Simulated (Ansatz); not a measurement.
Consider the hydrogenolysis of a C–O bond: `CC(C)(N)O` + H₂ → `CC(C)N` + H₂O.

Computed with Ansatz on PBE0-D4/def2-TZVP structures; ΔE is electronic, products minus reactants. CBS: MP2 limit from def2 TZ/QZ plus the TZ coupled-cluster correction, frozen cores. This one scheme is used for every species. DFT in def2-TZVPP. HSE06 is defined as in plane-wave codes. One conformer a species, not always the lowest.

```
        level  ΔE (kJ/mol)
     HSE06-D4        -78.5
       r2SCAN        -70.7
  HF/def2-SVP        -80.0
MP2/CBS(def2)        -81.6
```

Problem. What does CCSD(T)/CBS give? (Best estimate.)

Solution. Computed: -80.1 kJ/mol. The listed levels differ from it by 1.6, 9.4, 0.1, -1.5 kJ/mol.

Problem. What do rigid-rotor, harmonic-oscillator terms from PBE0-D4/def2-TZVP frequencies (298.15 K, 1 bar) make of the CCSD(T)/CBS value? (Estimate.)

Solution. Ansatz gave: ΔZPE = +19.9 kJ/mol, ΔH = -61.9 kJ/mol, ΔS = 34 J/(mol·K), ΔG = -72.2 kJ/mol.

Largest T1 diagnostic among the species: 0.010.

Leaving LDA and LC-ωPBE aside and taking each functional with its dispersion term where it has one, the values, not all of them listed here, spread over 11.2 kJ/mol, from PBE-QIDH to r2SCAN-D4. LDA lies +13.1 kJ/mol from PBE without D4. From r2SCAN to r2SCAN0 (25 % exact exchange), in def2-TZVPP and without D4, ΔE moves by −5.8 kJ/mol. In def2-TZVPP, CCSD(T) changes the Hartree–Fock value by +12.7 kJ/mol (the triples alone add +4.7 kJ/mol) and MP2 by +11.2 kJ/mol.

CCSD(T)/CBS has its own doubt, a few kJ/mol and more with outer-core shells, so smaller differences from it don't rank the levels.
